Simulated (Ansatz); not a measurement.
# SiS: geometry and frequencies at several levels, part 2 of 2

Aim: geometry and frequencies at several levels, for SiS, with the cost of each level.

Ansatz 0.2.0, Gaussian bases. The steps go on from the part before.

## 9. Relaxation, B3LYP-D4/def2-TZVPP

The input, input.yaml:

```yaml
crystal:
  periodic: [false, false, false]
  atoms:
    - { symbol: Si, position_ang: [0.0, 0.0, 0.03507713] }
    - { symbol: S, position_ang: [0.0, 0.0, 1.96485287] }
basis:
  gaussian: { orbitals: def2-TZVPP }
hamiltonian:
  xc: { name: B3LYP }
  dispersion: d4
relax:
  f_tol: 0.002
  max_steps: 150
```

Run with:

```
ansatz run input.yaml --threads 2 --pin off --max-ram 5120MiB --backend cpu --events-out ev --progress --plain --runs-dir out
```

Standard output (excerpt; [...] marks lines left out):

```text
Warning: RAYON_NUM_THREADS=2 ignored (pool sized by the plan → 2); use --threads N
[...]
Functional definition: B3LYP
[...]
587 factors; their error is unknown
[...]
mean field -18714.65991392 eV, -687.7510665844 hartree, gradient 5.5e-5 eV, S^2 0.000000; 0 other end points of the search recorded, 0 dependent functions left out
[...]
reference -18714.66007620 eV, -687.7510725482 hartree; 15, 15 occupied and 69, 69 virtual orbitals, 587 factors
relax step   1: F+E_penalty+E_count = -18714.73606801 eV  Δ(F+E_penalty+E_count) = +0.000e0 eV  max|allowed force component| = 2.518e-1 eV/Å  Δτ_max = 0.0000 Å  (25 SCF iters, accepted)
[...]
relax step   2: F+E_penalty+E_count = -18714.73704962 eV  Δ(F+E_penalty+E_count) = -9.816e-4 eV  max|allowed force component| = 3.992e-2 eV/Å  Δτ_max = 0.0047 Å  (26 SCF iters, accepted)
[...]
relax step   3: F+E_penalty+E_count = -18714.73707569 eV  Δ(F+E_penalty+E_count) = -2.606e-5 eV  max|allowed force component| = 5.839e-6 eV/Å  Δτ_max = 0.0007 Å  (19 SCF iters, accepted)
587 factors; their error is unknown
[...]
mean field -18714.66093411 eV, -687.7511040759 hartree, gradient 2.0e-5 eV, S^2 0.000000; 1 other end points of the search recorded, 0 dependent functions left out
[...]
reference -18714.66109642 eV, -687.7511100407 hartree; 15, 15 occupied and 69, 69 virtual orbitals, 587 factors
Total energy: -18714.73723800 eV, -687.7539081919 hartree
Atom 0 at    -0.000000     0.000000     0.031051 Å, force    -0.000000     0.000000     0.000006 eV/Å
Atom 1 at     0.000000    -0.000000     1.968879 Å, force    -0.000000    -0.000000    -0.000006 eV/Å
Dipole moment:     0.000000     0.000000    -0.373627 e Å
```

Wall time 2.5 s (2 threads of AMD EPYC 7B13 (Zen 3), shared host); peak memory 0.14 GiB.

Step by step:

```
step  E - E(step 1) (eV)  largest force component (eV/Å)
   1              0.0000                          0.2518
   2             -0.0010                          0.0399
   3             -0.0010                          0.0000
```

Step 1 is the start.

Before: Bond lengths: Si1–S2 1.930 Å.

After: Bond lengths: Si1–S2 1.938 Å.

## 10. Frequencies, B3LYP-D4/def2-TZVPP

The input, input.yaml:

```yaml
crystal:
  periodic: [false, false, false]
  atoms:
    - { symbol: Si, position_ang: [0.0, 0.0, 0.03105088] }
    - { symbol: S, position_ang: [0.0, 0.0, 1.96887912] }
basis:
  gaussian: { orbitals: def2-TZVPP }
hamiltonian:
  xc: { name: B3LYP }
  dispersion: d4
phonons: {}
```

Run with:

```
ansatz run input.yaml --threads 2 --pin off --max-ram 5120MiB --backend cpu --events-out ev --progress --plain --runs-dir out
```

Standard output (excerpt; [...] marks lines left out):

```text
Warning: RAYON_NUM_THREADS=2 ignored (pool sized by the plan → 2); use --threads N
[...]
[... 1 set-up line as earlier in the session ...]
[...]
587 factors; their error is unknown
[...]
mean field -18714.66093411 eV, -687.7511040759 hartree, gradient 5.9e-5 eV, S^2 0.000000; 0 other end points of the search recorded, 0 dependent functions left out
[...]
reference -18714.66109642 eV, -687.7511100407 hartree; 15, 15 occupied and 69, 69 virtual orbitals, 587 factors
[...]
587 factors; their error is unknown
[...]
mean field -18714.66093412 eV, -687.7511040760 hartree, gradient 4.7e-7 eV, S^2 0.000000; 0 other end points of the search recorded, 0 dependent functions left out
[...]
reference -18714.66109643 eV, -687.7511100408 hartree; 15, 15 occupied and 69, 69 virtual orbitals, 587 factors
[...]
587 factors; their error is unknown
[...]
reference -18714.66109643 eV, -687.7511100408 hartree; 15, 15 occupied and 69, 69 virtual orbitals, 587 factors
[...]
587 factors; their error is unknown
mean field -18714.66084243 eV, -687.7511007064 hartree, gradient 7.2e-6 eV, S^2 0.000000; 0 other end points of the search recorded, 0 dependent functions left out
[...]
reference -18714.66100475 eV, -687.7511066716 hartree; 15, 15 occupied and 69, 69 virtual orbitals, 587 factors
[...]
587 factors; their error is unknown
mean field -18714.66083391 eV, -687.7511003933 hartree, gradient 7.3e-6 eV, S^2 0.000000; 0 other end points of the search recorded, 0 dependent functions left out
[...]
reference -18714.66099621 eV, -687.7511063578 hartree; 15, 15 occupied and 69, 69 virtual orbitals, 587 factors
Total energy: -18714.73723800 eV, -687.7539081919 hartree
Atom 0 at     0.000000     0.000000     0.031051 Å, force    -0.000000     0.000000     0.000011 eV/Å
Atom 1 at     0.000000     0.000000     1.968879 Å, force     0.000000     0.000000    -0.000011 eV/Å
Dipole moment:    -0.000000    -0.000000    -0.373630 e Å
Vibrations: 746.83 cm⁻¹, zero-point energy 0.046298 eV
```

Run time: 6.1 s. Hardware: 2 threads of AMD EPYC 7B13 (Zen 3), shared host; peak memory 0.14 GiB.

Harmonic frequencies (cm⁻¹; negative: imaginary): 747.

## 11. Relaxation, B2PLYP/def2-TZVPP

The input, input.yaml:

```yaml
crystal:
  periodic: [false, false, false]
  atoms:
    - { symbol: Si, position_ang: [0.0, 0.0, 0.03507713] }
    - { symbol: S, position_ang: [0.0, 0.0, 1.96485287] }
basis:
  gaussian: { orbitals: def2-TZVPP }
hamiltonian:
  xc: { name: B2PLYP }
relax:
  f_tol: 0.002
  max_steps: 150
```

Run with:

```
ansatz run input.yaml --threads 2 --pin off --max-ram 5120MiB --backend cpu --events-out ev --progress --plain --runs-dir out
```

Standard output (excerpt; [...] marks lines left out):

```text
Warning: RAYON_NUM_THREADS=2 ignored (pool sized by the plan → 2); use --threads N
[...]
Functional definition: B2PLYP
[...]
558 factors; integrals over basis functions are off by at most 3.0e-4 eV
[...]
mean field -18704.63598305 eV, -687.3826939193 hartree, gradient 8.0e-6 eV, S^2 0.000000; 0 other end points of the search recorded, 0 dependent functions left out
10 core orbitals not correlated: weight in the atoms' cores, before any rotation towards them, 1.000 or more for the frozen orbitals, at most 0.000 for the correlated occupied ones
reference -18704.63608643 eV, -687.3826977186 hartree; 5, 5 occupied and 69, 69 virtual orbitals, 558 factors
second order -9.03929354 eV of doubles, -0.00000000 eV of singles
[...]
relax step   1: F+E_penalty+E_count = -18707.07659230 eV  Δ(F+E_penalty+E_count) = +0.000e0 eV  max|allowed force component| = 3.264e-1 eV/Å  Δτ_max = 0.0000 Å  (39 SCF iters, accepted)
[...]
relax step   3: F+E_penalty+E_count = -18707.07829705 eV  Δ(F+E_penalty+E_count) = -3.854e-5 eV  max|allowed force component| = 4.689e-5 eV/Å  Δτ_max = 0.0008 Å  (32 SCF iters, accepted)
558 factors; integrals over basis functions are off by at most 2.9e-4 eV
mean field -18704.63133669 eV, -687.3825231689 hartree, gradient 2.9e-6 eV, S^2 0.000000; 1 other end points of the search recorded, 0 dependent functions left out
10 core orbitals not correlated: weight in the atoms' cores, before any rotation towards them, 1.000 or more for the frozen orbitals, at most 0.000 for the correlated occupied ones
reference -18704.63144009 eV, -687.3825269689 hartree; 5, 5 occupied and 69, 69 virtual orbitals, 558 factors
second order -9.06281614 eV of doubles, -0.00000000 eV of singles
[...]
Total energy: -18707.07840045 eV, -687.4724511035 hartree
Atom 0 at     0.000000     0.000000     0.029811 Å, force    -0.000000    -0.000000     0.000047 eV/Å
Atom 1 at    -0.000000    -0.000000     1.970119 Å, force     0.000000    -0.000000    -0.000047 eV/Å
Dipole moment:     0.000000    -0.000000    -0.356204 e Å
```

Wall time 7 s (2 threads of AMD EPYC 7B13 (Zen 3), shared host); peak memory 0.16 GiB.

Relaxation path:

```
step  energy from step 1 (eV)  largest force component (eV/Å)
   1                   0.0000                          0.3264
   2                  -0.0017                          0.0482
   3                  -0.0017                          0.0000
```

Step 1 is the start.

Before: Bond lengths: Si1–S2 1.930 Å.

After: Bond lengths: Si1–S2 1.940 Å.

## 12. Frequencies, B2PLYP/def2-TZVPP

The input, input.yaml:

```yaml
crystal:
  periodic: [false, false, false]
  atoms:
    - { symbol: Si, position_ang: [0.0, 0.0, 0.02981132] }
    - { symbol: S, position_ang: [0.0, 0.0, 1.97011868] }
basis:
  gaussian: { orbitals: def2-TZVPP }
hamiltonian:
  xc: { name: B2PLYP }
phonons: {}
```

Run with:

```
ansatz run input.yaml --threads 2 --pin off --max-ram 5120MiB --backend cpu --events-out ev --progress --plain --runs-dir out
```

Standard output (excerpt; [...] marks lines left out):

```text
Warning: RAYON_NUM_THREADS=2 ignored (pool sized by the plan → 2); use --threads N
[...]
[... 1 set-up line as earlier in the session ...]
[...]
558 factors; integrals over basis functions are off by at most 2.9e-4 eV
[...]
mean field -18704.63133668 eV, -687.3825231687 hartree, gradient 8.5e-6 eV, S^2 0.000000; 0 other end points of the search recorded, 0 dependent functions left out
10 core orbitals not correlated: weight in the atoms' cores, before any rotation towards them, 1.000 or more for the frozen orbitals, at most 0.000 for the correlated occupied ones
reference -18704.63144009 eV, -687.3825269687 hartree; 5, 5 occupied and 69, 69 virtual orbitals, 558 factors
second order -9.06281606 eV of doubles, -0.00000000 eV of singles
[...]
558 factors; integrals over basis functions are off by at most 2.9e-4 eV
[...]
second order -9.06845371 eV of doubles, -0.00000000 eV of singles
[...]
558 factors; integrals over basis functions are off by at most 2.9e-4 eV
mean field -18704.63275848 eV, -687.3825754185 hartree, gradient 2.0e-6 eV, S^2 0.000000; 0 other end points of the search recorded, 0 dependent functions left out
10 core orbitals not correlated: weight in the atoms' cores, before any rotation towards them, 1.000 or more for the frozen orbitals, at most 0.000 for the correlated occupied ones
reference -18704.63286187 eV, -687.3825792184 hartree; 5, 5 occupied and 69, 69 virtual orbitals, 558 factors
second order -9.05719922 eV of doubles, -0.00000000 eV of singles
[...]
Total energy: -18707.07840043 eV, -687.4724511025 hartree
Atom 0 at     0.000000     0.000000     0.029811 Å, force     0.000000     0.000000     0.000048 eV/Å
Atom 1 at     0.000000     0.000000     1.970119 Å, force     0.000000    -0.000000    -0.000048 eV/Å
Dipole moment:     0.000000     0.000000    -0.356205 e Å
Vibrations: 741.27 cm⁻¹, zero-point energy 0.045953 eV
```

Run time: 20 s. Hardware: 2 threads of AMD EPYC 7B13 (Zen 3), shared host; peak memory 0.17 GiB.

Harmonic frequencies (cm⁻¹; negative: imaginary): 741.

## 13. Geometries side by side

| level | Si1–S2 (Å) | rotational constants (MHz) | dipole (D) | highest frequency (cm⁻¹) | CPU time |
| --- | --- | --- | --- | --- | --- |
| PBE0-D4/def2-TZVPP | 1.9298 | 9095.3 | 1.73 | 766 | 4.7 s |
| PBE-D4/def2-TZVPP | 1.9511 | 8897.4 | 1.58 | 725 | 3.6 s |
| r2SCAN-D4/def2-TZVPP | 1.9368 | 9029.4 | 1.59 | 751 | 7.4 s |
| B3LYP-D4/def2-TZVPP | 1.9378 | 9019.8 | 1.79 | 747 | 4.3 s |
| B2PLYP/def2-TZVPP | 1.9403 | 8996.8 | 1.71 | 741 | 13 s |

Constants are for the commonest isotopes at the equilibrium geometry; times are CPU times of the relaxations.

## 14. Summary of results

This closing draws on all 2 parts.

```
                        quantity     value
     Si1–S2 at B2PLYP/def2-TZVPP   1.940 Å
frequencies at B2PLYP/def2-TZVPP  741 cm⁻¹
```

**Reading.** The Si–S distance spreads over 0.021 Å, from PBE0-D4/def2-TZVPP (shortest) to PBE-D4/def2-TZVPP. No mode is imaginary, so the geometry is a minimum.
